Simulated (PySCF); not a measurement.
**Exercise with solution: oscillator strength and radiative lifetime**

C3H7, SMILES C[CH]C (connectivity only; charge and spin as stated), charge +1, multiplicity 1.

Geometry: PBE-D3(BJ)/def2-TZVP. The spin state was assumed, not searched. The isomer is the one that the SMILES or the coordinates give; other isomers of the formula were not compared.

TDDFT-PBE/def2-SVPD in PySCF 2.14.0 puts the first singlet state with f over 0.02 at 6.66 eV (vertical), with the transition dipole (1.470, -0.141, 0.000) in atomic units.

Problem. Find the oscillator strength, the wavelength and the radiative lifetime that this transition would have in vacuum if emission retraced absorption.

Solution. 
|μ|² = 2.1808 au, so |μ| = 3.75 D. ΔE = 6.66/27.211 = 0.2448 hartree. f = (2/3) ΔE |μ|² = 0.356 (the program prints 0.356).
λ = 1239.84/6.66 = 186 nm; ν = 53716 cm⁻¹.
Einstein's coefficient A = 0.6670 ν² f s⁻¹ (ν in cm⁻¹) = 6.8e8 s⁻¹, so τ = 1/A = 1.5 ns. This state is S3; the lower singlets have f = 0.002, 0.001. The figure is the radiative limit of this one transition; relaxation, internal conversion, crossing to triplets and a medium change what is measured.
